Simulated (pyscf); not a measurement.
A first-order saddle from PySCF, ωB97X-D3(BJ)/def2-SVP:

```xyz
10

O     -1.6689     0.6901    -0.3623
Si    -0.2775     0.1315     0.9290
F      1.0950    -0.3761     1.7253
H     -2.4123     0.0871    -0.4786
H     -1.0842    -1.0953     1.1820
H     -0.4428     1.4375     1.6069
N      0.5430     0.2347    -0.7620
H     -0.6350     0.4905    -1.0556
H      1.2350     0.9800    -0.8504
H      0.9777    -0.6350    -1.0719
```

Surface: singlet, charge 0. Lowest wavenumbers (cm⁻¹): 1136i, 200, 254, 274, 440.

Q: Which two sides does it connect, and which bonds change?

A: HO–SiH₂–F + NH₃ ⇌ H₂O + H₂N–SiH₂–F, a four-centre exchange read from left to right: O–Si, H–N broken and H–O, N–Si formed. At CCSD(T)/def2-TZVPP + ΔMP2(QZVPP) it lies +1.15 eV from the left side and +0.74 eV from the right (each side as separated species at their lowest minima found). On the reactant side the descent ends in an adduct with a N–Si contact, 0.19 eV under the separated species and 1.20 eV under the saddle at ωB97X-D3(BJ)/def2-TZVP. On the product side the descent ends in a complex, 0.20 eV under the separated species and 0.80 eV under the saddle at ωB97X-D3(BJ)/def2-TZVP. What is counted as formed (N–Si) is already present as a longer contact in the reactant adduct; forming that adduct is a step of its own. At ωB97X-D3(BJ) the barrier from the zero used here is 1.01 eV. This is the saddle that the search found; another between the same sides may lie lower. The CCSD(T) − MP2 part came from Ansatz, without density fitting, on the same reference.
